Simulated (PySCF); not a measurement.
Vibration and rotation of CF⁺

RHF-CCSD(T) constants of CF⁺, ¹Σ⁺ (singlet), closed shell (C def2-TZVPPD, F def2-TZVPPD; no relativity (PySCF 2.14); masses 12.0000 and 18.9984 u):

| Property | Result |
| --- | --- |
| ωe | 1774.0 cm⁻¹ |
| ωexe | 12.5 cm⁻¹ |
| Be | 1.698 cm⁻¹ |
| αe | 0.0182 cm⁻¹ |
| De to C⁺ + F | 7.70 eV |

**Question.** What force constant and bond length do these constants imply?

**Answer.** Reduced mass μred = 7.3546 u; k = 5.8918×10⁻⁷·μred·ωe² (u, cm⁻¹, mdyn/Å) = 13.6 mdyn/Å; Re = √(16.8576/(μred·Be)) (u, cm⁻¹, Å) = 1.162 Å.

**Question.** Estimate the centrifugal constant D from the Kratzer relation and find the Dunham coefficient a1.

**Answer.** D = 4Be³/ωe² = 6.22e-06 cm⁻¹; a1 = −1 − αeωe/(6Be²) = -2.87.

Correlated steps freeze 2 core orbitals. For an ion De counts to the pair picked by the measured ionisation energies or electron affinities, which need not be the lowest pair at this level. Where the molecule has an RHF reference, its open-shell atoms are computed with UHF. The CCSD T1 diagnostic is raised, a sign that a single reference may not be enough here.
